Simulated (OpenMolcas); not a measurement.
# H2SO2 (SMILES O=[SH2]=O) at 6 levels

We compute a comparison of 6 runs (HF/def2-SVP, r2SCAN/STO-3G, B3LYP/6-31G*, PBE0/def2-SVP, r2SCAN/aug-cc-pVDZ, SOS-MP2/ANO-S-MB) of H2SO2. 

Program for the calculation: OpenMolcas 26.06.

5 further runs of the same task are left out: 5 set aside as unsound or not needed.

## 1. The structure to begin with

H2SO2: 5 atoms, total charge 0, spin state singlet. As SMILES, `O=[SH2]=O`. The coordinates come from a GFN2-xTB relaxation.

Bond lengths: O1–S2 1.425 Å, S2–O3 1.425 Å, S2–H4 1.399 Å, S2–H5 1.399 Å. Angles: O1–S2–O3 121.4°, O1–S2–H4 107.9°, O1–S2–H5 107.9°, O3–S2–H4 107.9°, O3–S2–H5 107.9°, H4–S2–H5 102.1°.

## 2. Energy and gradient at HF/def2-SVP (run 1)

File input.xyz:

```xyz
5

O     -0.986390     0.275820     1.043450
S      0.013430    -0.014140     0.070290
O      1.269430    -0.576280     0.440760
H     -0.558620    -0.842170    -0.901330
H      0.262150     1.156770    -0.653170
```

File test.inp:

```
&GATEWAY
 BASLIB=$CurrDir
 COORD=input.xyz
 BASIS=def2-SVP
 GROUP=NoSym

&SEWARD

&SCF
 THRESHOLDS=1e-10 1e-07 1e-07 1e-05
 PRORBITALS=0

&ALASKA
```

The basis set def2-SVP is read from a file made from the Basis Set Exchange's data (not shown).

Started as:

```console
export MOLCAS_MEM=1860
pymolcas test.inp > test.log
```

What it wrote:

```text
--- Start Module: gateway ---
[...]
--- Stop Module: gateway /rc=_RC_ALL_IS_WELL_ ---
[...]
      Basis functions           56
[...]
--- Start Module: scf ---
[...]
       Convergence after  13 Iterations
[...]
::    Total SCF energy                               -548.0400684068
[...]
      Total spin, S                                     0.0000000000
[...]
      Total electronic charge=   34.000000
      Total            charge=   -0.000000
[...]
      Dipole Moment (debye):
      Origin of the operator (angstrom)=    0.0706   -0.0749    0.3701
                   X= -7.6833E-01               Y=  8.1668E-01               Z= -4.0301E+00           Total=  4.1832E+00
      Quadrupole Moment (debye*angstrom):
[...]
--- Stop Module: scf /rc=_RC_ALL_IS_WELL_ ---
[...]
--- Start Module: alaska ---
[...]
 *              Molecular gradients               *
 **************************************************
  Irreducible representation: a
 ------------------------------------------------------------------------------------------
                              X                       Y                       Z
 ------------------------------------------------------------------------------------------
  O1                5.66306187781862E-04   -7.63232341676634E-04    4.25423210136699E-03
  S2                2.64875793572905E-03   -2.65614883253340E-03    1.37315776559017E-02
  O3                1.02873143097071E-03   -9.77477988341136E-04    4.12757845864409E-03
  H4               -1.06426504588790E-02   -1.85945627528312E-02   -1.36612954589195E-02
  H5                6.39885490413983E-03    2.29914219153269E-02   -8.45209275694536E-03
 ------------------------------------------------------------------------------------------
--- Stop Module: alaska /rc=_RC_ALL_IS_WELL_ ---
[...]
```

It took 3 s on 1 thread of Arm Neoverse V1, shared host; peak memory 0.39 GiB.

## 3. Energy and gradient at r2SCAN/STO-3G (run 2)

File test.inp:

```
* H2O2S Kohn-Sham DFT

&gateway
 baslib
 $CurrDir
 coord
 5
 angstrom
 O       -0.986390       0.275820       1.043450
 S        0.013430      -0.014140       0.070290
 O        1.269430      -0.576280       0.440760
 H       -0.558620      -0.842170      -0.901330
 H        0.262150       1.156770      -0.653170
 basis
 STO-3G
 group
 NoSym

&seward
 gridinput
 Grid=UltraFine
 End of Grid

&scf
 ksdft
 2
 1.0 MGGA_X_R2SCAN
 1.0 MGGA_C_R2SCAN
 thresholds
 1e-10 1e-07 1e-07 1e-05
 prorbitals
 1 2

&alaska
```

The basis set STO-3G is read from a file made from the Basis Set Exchange's data (not shown).

Started as:

```console
export MOLCAS_MEM=1860
pymolcas test.inp > test.log
```

What it wrote:

```text
--- Start Module: gateway ---
[...]
--- Stop Module: gateway /rc=_RC_ALL_IS_WELL_ ---
[...]
      Basis functions           21
[...]
--- Start Module: scf ---
[...]
       Convergence after  14 Iterations
[...]
::    Total KS-DFT energy                            -542.8729131111
[...]
      Total spin, S                                     0.0000000000
[...]
      Total electronic charge=   34.000000
      Total            charge=   -0.000000
[...]
      Dipole Moment (debye):
      Origin of the operator (angstrom)=    0.0706   -0.0749    0.3701
                   X= -4.4288E-01               Y=  4.7135E-01               Z= -2.3238E+00           Total=  2.4122E+00
      Quadrupole Moment (debye*angstrom):
[...]
--- Stop Module: scf /rc=_RC_ALL_IS_WELL_ ---
[...]
--- Start Module: alaska ---
[...]
 *              Molecular gradients               *
 **************************************************
  Irreducible representation: a
 ------------------------------------------------------------------------------------------
                              X                       Y                       Z
 ------------------------------------------------------------------------------------------
  O1                1.69216101501110E-01   -5.04298110710044E-02   -1.53775265149715E-01
  S2                2.30382575837091E-02   -2.43510933781752E-02    1.20738884511542E-01
  O3               -2.08601159054638E-01    9.22470345678228E-02   -5.28327253566543E-02
  H4                1.99828419305890E-02    1.99979882532400E-02    4.64665683211809E-02
  H5               -3.63604196075606E-03   -3.74641183718869E-02    3.94025376736507E-02
 ------------------------------------------------------------------------------------------
--- Stop Module: alaska /rc=_RC_ALL_IS_WELL_ ---
[...]
```

It took 7.5 s on 1 thread of Arm Neoverse V1, shared host; peak memory 0.37 GiB.

Runs 3 to 4 aren't shown in full; the table further down has their settings and results.

## 4. Energy and forces at r2SCAN/aug-cc-pVDZ (run 5)

File run.input:

```
&GATEWAY
  BASLIB = $CurrDir
  COORD
  5
  angstrom
  O       -0.986390       0.275820       1.043450
  S        0.013430      -0.014140       0.070290
  O        1.269430      -0.576280       0.440760
  H       -0.558620      -0.842170      -0.901330
  H        0.262150       1.156770      -0.653170
  BASIS = aug-cc-pVDZ
  GROUP = NoSym

&SEWARD
  GRIDINPUT
  Grid=UltraFine
  End of Grid

&SCF
  KSDFT = 2
  1.0 MGGA_X_R2SCAN
  1.0 MGGA_C_R2SCAN
  THRESHOLDS = 1e-10 1e-07 1e-07 1e-05
  PRORBITALS = 1

&ALASKA
```

The basis set aug-cc-pVDZ is read from a file made from the Basis Set Exchange's data (not shown).

Started as:

```console
export MOLCAS_MEM=1860
pymolcas run.input > run.log
```

What it wrote:

```text
--- Start Module: gateway ---
[...]
--- Stop Module: gateway /rc=_RC_ALL_IS_WELL_ ---
[...]
      Basis functions           91
[...]
--- Start Module: scf ---
[...]
       Convergence after  15 Iterations
[...]
::    Total KS-DFT energy                            -549.6650386778
[...]
      Total spin, S                                     0.0000000000
[...]
      Total electronic charge=   34.000000
      Total            charge=   -0.000000
[...]
      Dipole Moment (debye):
      Origin of the operator (angstrom)=    0.0706   -0.0749    0.3701
                   X= -5.9347E-01               Y=  6.3082E-01               Z= -3.1129E+00           Total=  3.2312E+00
      Quadrupole Moment (debye*angstrom):
[...]
--- Stop Module: scf /rc=_RC_ALL_IS_WELL_ ---
[...]
--- Start Module: alaska ---
[...]
 *              Molecular gradients               *
 **************************************************
  Irreducible representation: a
 ------------------------------------------------------------------------------------------
                              X                       Y                       Z
 ------------------------------------------------------------------------------------------
  O1                5.60565682628607E-02   -1.69498662689742E-02   -4.90040153443339E-02
  S2                1.16683729719309E-02   -1.22609394342099E-02    6.10693986223509E-02
  O3               -6.84027386325106E-02    3.00304866325192E-02   -1.57525055235812E-02
  H4               -1.64300057491351E-03   -5.26669219806353E-03    1.21701683458353E-03
  H5                2.32079797259721E-03    4.44701126875557E-03    2.47010541098192E-03
 ------------------------------------------------------------------------------------------
--- Stop Module: alaska /rc=_RC_ALL_IS_WELL_ ---
[...]
```

It took 41 s on 1 thread of Arm Neoverse V1, shared host; peak memory 0.5 GiB.

## 5. The energy at SOS-MP2/ANO-S-MB (RICD fitting) (run 6)

File mol.inp:

```
* H2O2S SOS-MP2
>>> EXPORT MOLCAS_PRINT=2
&GATEWAY
Coord
5
angstrom
O       -0.986390       0.275820       1.043450
S        0.013430      -0.014140       0.070290
O        1.269430      -0.576280       0.440760
H       -0.558620      -0.842170      -0.901330
H        0.262150       1.156770      -0.653170
Basis=ANO-S-MB
Group=NoSym
RICD
&SEWARD
&SCF
PrOrbitals=1 2
&MBPT2
SOSMP2
Frozen=7
```

Started as:

```console
export MOLCAS_MEM=1860
pymolcas mol.inp > mol.log
```

What it wrote:

```text
--- Start Module: gateway ---
[...]
--- Stop Module: gateway /rc=_RC_ALL_IS_WELL_ ---
[...]
      Basis functions           21
[...]
--- Start Module: scf ---
[...]
       Convergence after  10 Iterations
[...]
::    Total SCF energy                               -547.6139494992
[...]
      Total spin, S                                     0.0000000000
[...]
      Total electronic charge=   34.000000
      Total            charge=   -0.000000
[...]
      Dipole Moment (debye):
      Origin of the operator (angstrom)=    0.0706   -0.0749    0.3701
                   X= -7.8765E-01               Y=  8.3671E-01               Z= -4.1310E+00           Total=  4.2878E+00
      Quadrupole Moment (debye*angstrom):
[...]
--- Stop Module: scf /rc=_RC_ALL_IS_WELL_ ---
--- Start Module: mbpt2 ---
[...]
WARNING!
Default frozen orbitals as non valence orbitals is overwritten by user input.
Default values:   7
[...]
::    Total MBPT2 energy                             -547.7266808015
[...]
--- Stop Module: mbpt2 /rc=_RC_ALL_IS_WELL_ ---
[...]
```

Wall time 1.9 s (1 thread of Arm Neoverse V1, shared host); peak memory 0.22 GiB.

## 6. All runs side by side

| run | level | integration grid | Cartesian functions | energy (Eh) | dipole moment (D) of the reference | HOMO energy (eV) | LUMO energy (eV) | wall time |
| --- | --- | --- | --- | --- | --- | --- | --- | --- |
| 1 | HF/def2-SVP | – | no | -548.040068 | 4.18 | -12.91 | 2.98 | 3 s |
| 2 | r2SCAN/STO-3G | UltraFine | no | -542.872913 | 2.41 | -2.57 | 4.03 | 7.5 s |
| 3 | B3LYP/6-31G* (Cartesian functions) | UltraFine | yes | -549.726085 | 3.28 | -8.82 | 0.09 | 13 s |
| 4 | PBE0/def2-SVP | UltraFine | no | -549.189918 | 3.46 | -8.95 | -0.17 | 12 s |
| 5 | r2SCAN/aug-cc-pVDZ | UltraFine | no | -549.665039 | 3.23 | -8.05 | -1.20 | 41 s |
| 6 | SOS-MP2/ANO-S-MB (RICD fitting) | – | no | -547.726681 | 4.29 | -12.63 | 4.17 | 1.9 s |

## 7. What came out

| quantity | value |
| --- | --- |
| run 6: total energy | -547.72668 Eh |
| run 6: dipole moment (mean-field density) | 4.29 D |
| run 6: HOMO energy (Hartree–Fock orbitals) | -12.63 eV |
| run 6: LUMO energy (Hartree–Fock orbitals) | 4.17 eV |
| run 6: HOMO–LUMO gap (Hartree–Fock orbitals) | 16.79 eV |
| run 6: correlation energy (7 core orbitals frozen) | -112.7 mEh |

**Reading.** Over runs 1, 2, 3, 4, 5 the dipole moment (its size) runs from 2.41 D (r2SCAN/STO-3G) to 4.18 D (HF/def2-SVP). The two ends differ in method and basis. Over runs 1, 2, 3, 4, 5 the HOMO–LUMO gap runs from 6.61 eV (r2SCAN/STO-3G) to 15.90 eV (HF/def2-SVP). Totals of different functionals can't be ranked against each other. In runs 2, 6 the basis is minimal, so the values are rough. All runs together took 78 s, the longest 41 s.
